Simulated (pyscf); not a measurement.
Single points on ωB97X-D3(BJ)/def2-SVP structures (PySCF, gas phase).

Problem. HCl + GaH [singlet] → Cl–GaH₂
Surface: singlet. Broken: Cl–H. Formed: Cl–Ga, Ga–H. Give ΔE‡ and ΔE from B3LYP-D3(BJ)/def2-TZVP, relative to the separated reactants.

Solution. ΔE‡ = 8.0 kcal/mol, ΔE = -44.3 kcal/mol. CCSD(T)/def2-TZVPP + ΔMP2(QZVPP) gives 10.8 kcal/mol and -47.5 kcal/mol. Zero-point energy shifts the barrier by +0.3 kcal/mol. It is an insertion, with an imaginary mode of 1144i cm⁻¹. On the reactant side the descent ends in a complex, 5.4 kcal/mol under the separated species and 15.0 kcal/mol under the saddle at ωB97X-D3(BJ)/def2-TZVP. This is the saddle that the search found; another between the same sides may lie lower. The CCSD(T) − MP2 part came from Ansatz, without density fitting, on the same reference. The frozen core leaves the outer d or s,p core shells of the metals and heavy elements correlated in the MP2 and CC values, and def2-TZVPP describes them poorly, which can shift differences by a few kcal/mol. Elements up to Kr have no core potential and no relativistic terms here.
